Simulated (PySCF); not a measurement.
The group X on HS-X is varied. Gas-phase values, no solvent. One relaxed conformer stands for each flexible species; it need not be the lowest. Strings in code marks are SMILES.

Computed with B3LYP-D3(BJ)/def2-TZVP run with PySCF 2.14.0. B3LYP has the VWN-RPA correlation part, as in Gaussian. Excitations are Tamm–Dancoff values on a coarser integration grid. The basis has no diffuse functions, so Rydberg states are missing or too high.

A: X = AlH2 (`[AlH2][SH]`)
B: X = methylamino (`CNS` (C–N–S–H torsion 61°))
C: X = methylsulfonyl (`CS(=O)(=O)S` (O–S–S–H torsion 30°))
D: X = propynyl (`CC#CS`)
E: X = selanyl (`[SeH]S` (H–S–Se–H torsion 90°))
F: X = cyano

**Question.** Which member has the highest LUMO?

**Answer.** B (-0.03 eV); next is D (-0.22 eV).
